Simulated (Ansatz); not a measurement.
The input, for Ansatz 0.2.0:

```yaml
crystal:
  periodic: [false, false, false]
  atoms:
    - {symbol: Si, position_ang: [0.000000, 0.000000, 0.000000]}
    - {symbol: F, position_ang: [0.000000, 0.000000, 3.692000]}
basis:
  gaussian: {orbitals: aug-cc-pVDZ}
total_charge: -1
magnetization: {spin_polarized: true, initial_magnetization: 0}
correlation: {method: ccsdt_q, electrons: outside_noble_gas}
```

```sh
$ ansatz run in.yaml --threads 1 --pin off --events-out ev --progress --plain --max-ram 2393MiB
```

The program prints:

```
830 factors; integrals over basis functions are off by at most 1.7e-7 eV
mean field evaluation 1: about -10563.3911 eV, gradient 8.6e0 eV
mean field evaluation 2: about -10563.3946 eV, gradient 8.5e0 eV
mean field evaluation 4: about -10564.4166 eV, gradient 1.5e0 eV
mean field evaluation 8: about -10564.4421 eV, gradient 6.9e-2 eV
mean field evaluation 16: about -10564.6590 eV, gradient 1.4e0 eV
mean field evaluation 32: about -10565.4054 eV, gradient 6.2e-3 eV
mean field evaluation 64: about -10564.4423 eV, gradient 1.0e-6 eV
mean field evaluation 96: about -10564.5703 eV, gradient 4.6e-4 eV
mean field evaluation 128: about -10565.7581 eV, gradient 5.3e-1 eV
mean field evaluation 160: about -10563.4615 eV, gradient 7.6e0 eV
...
cycle  47  -8.71071678 eV  change   -2.0e-7 eV  update   4.1e-7
cycle   1  -8.71071693 eV  update   4.1e-7
cycle   2  -8.71071715 eV  change   -2.2e-7 eV  update   4.6e-7
cycle   3  -8.71071728 eV  change   -1.2e-7 eV  update   1.1e-6
cycle   4  -8.71071740 eV  change   -1.3e-7 eV  update   6.3e-7
cycle   5  -8.71071762 eV  change   -2.1e-7 eV  update   5.9e-7
cycle   6  -8.71071778 eV  change   -1.6e-7 eV  update   3.8e-7
cycle   7  -8.71071809 eV  change   -3.1e-7 eV  update   3.9e-7
cycle   8  -8.71071836 eV  change   -2.7e-7 eV  update   6.1e-7
cycle   9  -8.71071870 eV  change   -3.4e-7 eV  update   3.0e-7
perturbative correction -0.05935902 eV, -0.0021814038 hartree
WARN: the results are in doubt because among natural orbitals full CI differs from the method by +1.002 eV
Total energy: -10574.53415124 eV, -388.6069623815 hartree
In doubt: among natural orbitals full CI differs from the method by +1.002 eV
```

Ran on 1 thread of Arm Neoverse V2, shared host: 2.5 min wall, 0.91 GiB peak host memory.
